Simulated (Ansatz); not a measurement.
**A barrier at the coupled-cluster level**

Start structure (C2H3S, doublet), relaxed at PBE0-D4/def2-TZVP:

```csv
atom,x (Å),y (Å),z (Å)
H1,-1.3008,1.1128,-0.8732
C2,-0.3655,0.6031,-0.8739
C3,0.6929,0.0352,-0.8808
S4,-0.0267,-0.0818,1.9662
H5,1.6346,-0.4625,-0.8929
H6,-0.6345,-1.2069,1.5545
```

The step: C₂H₂ (C#C) + HS → C₂H ([C][CH]) + H₂S; bonds formed: H1–S4; bonds broken: H1–C2. Computed with Ansatz 0.2.0 (basis: def2-TZVPP and def2-QZVPP); correlated methods freeze the cores; orbitals are unrestricted. Extrapolation: Hartree–Fock as exp(−7.88 √X), correlation as X^−2.97. Energies below are by CCSD(T) at an estimated basis limit (MP2 extrapolated from triple and quadruple zeta, plus CCSD(T) − MP2 in triple zeta).

Q: What are the electronic barrier and the energy of the step, from the start structure to the end structure? (To be estimated.)

A: Computed: Barrier 44.49 kcal/mol; step energy 37.06 kcal/mol (uphill); reverse barrier, their difference, 7.44 kcal/mol. Barrier and step energy count from the start structure, the reverse barrier from the end structure.

The saddle point: One imaginary mode of 853i cm⁻¹.
| pair | start (Å) | saddle (Å) | end (Å) |
| --- | --- | --- | --- |
| H1–S4 | 3.33 | 1.38 | 1.34 |
| H1–C2 | 1.07 | 1.75 | 2.57 |

Zero-point energy (harmonic, PBE0-D4): ZPE is 21.84 kcal/mol at the start and 19.57 kcal/mol at the saddle, so the barrier goes from 44.49 to 42.23 kcal/mol.

No T1 diagnostic of these runs exceeds 0.053. ⟨S²⟩ of the unrestricted Hartree–Fock references: 0.76 to 1.10 (a pure state has 0.75). The T1 diagnostic is large here, which may signal multireference character or strong orbital relaxation, so CCSD(T) is less sure. The unrestricted reference is spin-contaminated, which hurts MP2 most.

Labels in which every atom is bracketed show which atoms are joined, not bond orders.

For scale, one of the runs: CCSD(T)/def2-TZVPP, 146 basis functions, launched by `ansatz run in.yaml --threads 2 --pin off --events-out ev --progress --plain --max-ram 4352MiB`. The run took 43 s on 2 CPU threads (shared host), with 2 GiB of host memory at its peak.
